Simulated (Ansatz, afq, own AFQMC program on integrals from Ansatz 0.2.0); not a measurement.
**Where AFQMC and coupled cluster stand for HBr₂, doublet**

```xyz
3

Br    0.0000    0.0000   -1.8863
H     0.0000    0.0000    0.0027
Br    0.0000    0.0000    1.8837
```

Connectivity, by distances: Br ··· Br, 1 bridging H.

Basis cc-pVTZ. Only valence electrons are correlated. Ansatz 0.2.0 and our own AFQMC program on the same integrals; the CISD trial comes from CCSD amplitudes, and released means the phaseless constraint is let go. ± is one standard error of the sampling. No spin–orbit coupling.

Determinant: ROHF, the one that the program's search chose, which needn't be the lowest solution. The geometry is a point of a scan.

No full CI on the walks' own integrals is used here; CCSDT(Q) serves as the reference and is uncertain by about the last step of the cluster series.

Cautions: no relativity below Rb; no spin-orbit coupling; inner d shell frozen; a spin-contaminated unrestricted determinant lies lower (UHF 588 meV lower, ⟨S²⟩ 0.93); the search met a lower determinant of the same kind, perhaps of another symmetry (78 meV lower).

The T1 diagnostic is 0.0284. The weight of the determinant in the CISD state is 0.827. The size of the correlated space is 15 electrons in 72 orbitals.

Reference: CCSDT(Q), correlation energy -10.723 eV. The released energy is read at 1.50 1/Eh (meV from the phaseless value at times in 1/Eh: -18 ± 8 at 0.24, -21 ± 4 at 0.51, -34 ± 7 at 0.99, -36 ± 8 at 1.50).

| level | E − E(reference) (mEh) | share of correlation (%) |
| --- | --- | --- |
| HF | 394.06 | 0.00 |
| MP2 | 53.83 | 86.34 |
| CCSD | 16.73 | 95.76 |
| CCSD(T) | 1.89 | 99.52 |
| CCSDT | 0.75 | 99.81 |
| ph-AFQMC/HF | 6.78 ± 0.96 | 98.28 |
| ph-AFQMC/CISD | 1.33 ± 0.22 | 99.66 |
| released AFQMC | 0.01 ± 0.29 | 100.00 |

A walk keeps the symmetry of its determinant, which the program's search chose and which needn't be the lowest solution, so a lower state of the same spin and another symmetry isn't excluded. Released energies are given only where the last usable release times agree within the noise; a slower fall can still hide under it.
